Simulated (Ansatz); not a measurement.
# AlHF₂: up Jacob's ladder to CCSD(T)

An exercise on one series of results from a longer session: the logs are not shown, and one member is left open.

The runs use Ansatz 0.2.0, Gaussian basis; functionals in def2-TZVPP, the program's frozen cores in correlated methods.

Levels to be run: LDA (SPW92), PBE-D4, revPBE-D4, BLYP-D4, r2SCAN-D4, B97M-V, PBE0-D4, B3LYP-D4, r2SCANh-D4, r2SCAN0-D4, HSE06-D4, BHLYP-D4, CAM-B3LYP-D4, LC-ωPBE, ωB97X-V, ωB97M-V, B2PLYP, PBE-QIDH; CCSD(T)/def2-SVP; CCSD(T)/def2-TZVPP; CCSD(T)/def2-QZVPP; extrapolation to the limit; RPA on PBE.

### The geometry

An earlier PBE0-D4 in a triple-zeta def2 set relaxation fixed the geometry.

SMILES `[F][AlH][F]`, 4 atoms, charge 0, spin multiplicity 1.

Atoms are counted from 1 here; the program's logs count them from 0.

Bond lengths: F1–Al2 1.639 Å, Al2–F3 1.639 Å, Al2–H4 1.559 Å. Angles: F1–Al2–F3 118.0°, F1–Al2–H4 121.0°, F3–Al2–H4 121.0°.

Set-up of the first run:

The input, in.yaml:

```yaml
crystal:
  periodic: [false, false, false]
  atoms:
    - {symbol: F, position_ang: [-0.018954, -0.988335, 1.292495]}
    - {symbol: Al, position_ang: [0.039062, 0.004898, -0.009778]}
    - {symbol: F, position_ang: [-1.212131, -0.040761, -1.067242]}
    - {symbol: H, position_ang: [1.247623, 0.963897, -0.235776]}
basis:
  gaussian: {orbitals: def2-TZVPP}
hamiltonian: {xc: lda}
output: {orbitals: {seedname: orbitals}}
```

The run is started by

```
ansatz run in.yaml --threads 2 --pin off --events-out ev --progress --plain --max-ram 32768MiB --backend cpu
```

Among the steps run: LDA; PBE-D4 (GGA); revPBE-D4 (GGA); BLYP-D4 (GGA); r2SCAN-D4 (meta-GGA); B97M-V (meta-GGA); B3LYP-D4 (hybrid); r2SCANh-D4 (hybrid); r2SCAN0-D4 (hybrid); HSE06-D4 (hybrid); BHLYP-D4 (hybrid); CAM-B3LYP-D4 (range-separated); LC-ωPBE (range-separated); ωB97X-V (range-separated); ωB97M-V (range-separated); B2PLYP (double hybrid); PBE-QIDH (double hybrid).

One table of the session follows, with a row left open; its other results are not shown here.

It belongs to the step «Frontier levels by functional». 

```
  functional  HOMO (eV)  gap (eV)
 LDA (SPW92)      -8.77      6.87
      PBE-D4      -8.65      7.00
   revPBE-D4      -8.60      7.06
     BLYP-D4      -8.59      6.99
   r2SCAN-D4      -9.00      7.77
      B97M-V      -9.06      7.52
     PBE0-D4     -10.12      9.25
    B3LYP-D4      -9.93      8.77
  r2SCANh-D4          ?         ?
  r2SCAN0-D4     -10.35      9.73
    HSE06-D4      -9.71      8.47
    BHLYP-D4     -11.53     11.31
CAM-B3LYP-D4     -11.63     11.59
     LC-ωPBE     -13.00     14.16
     ωB97X-V     -12.63     13.66
     ωB97M-V     -12.42     13.10
```

**Question.** Estimate the row for r2SCANh-D4.

Worked estimate for «HOMO (eV)». Against the share of exact exchange, r2SCAN-D4 (0, -9.00), r2SCAN0-D4 (0.25, -10.35) give a slope of -5.40 per unit share; at 0.1 the line stands at -9.54.

As computed: HOMO (eV): -9.54; gap (eV): 8.56. In «HOMO (eV)» the line misses by 0.00.
